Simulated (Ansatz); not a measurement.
C2H3NS can be A, `SC1=NC1`, or B, `NC=C=S`.

Program: Ansatz. Geometries: PBE0-D4/def2-TZVP. ΔE: electronic, gas phase. CBS: MP2 limit from def2 TZ/QZ plus the TZ coupled-cluster correction, frozen cores. Functionals use def2-TZVPP. B3LYP here is the variant with VWN-RPA as its local correlation; programs differ in this. Each species was taken in one conformer, which may not be the lowest.

Question: Which is lower in electronic energy at CCSD(T)/CBS, and by how much? (An estimate is asked.)

Answer: Computed: B, by 11.1 kcal/mol.

Question: Give E(B) − E(A) in kcal/mol with LDA (SPW92), HF/def2-TZVPP, B3LYP-D4, B3LYP, PBE-D4, CCSD(T)/def2-TZVPP, MP2/def2-TZVPP. (Best estimate.)

Answer: Computed: LDA (SPW92) -12.3, HF/def2-TZVPP -11.7, B3LYP-D4 -13.9, B3LYP -14.2, PBE-D4 -11.2, CCSD(T)/def2-TZVPP -10.4, MP2/def2-TZVPP -8.8. None reverses the order clearly.

Question: Does the order hold for the free energy at 298.15 K (harmonic terms from PBE0-D4)? (Best estimate.)

Answer: The calculation gave: Yes: G(B) − G(A) = -9.8 kcal/mol, for one conformer each.

Largest T1 diagnostic: 0.016.

Leaving LDA and LC-ωPBE aside and taking each functional with its dispersion term where it has one, the values, not all of them listed here, spread over 7.7 kcal/mol, from BLYP-D4 to ωB97X-V. LDA lies −0.9 kcal/mol from PBE without D4. From PBE to PBE0 (25 % exact exchange), in def2-TZVPP and without D4, E(B) − E(A) moves by +1.2 kcal/mol.
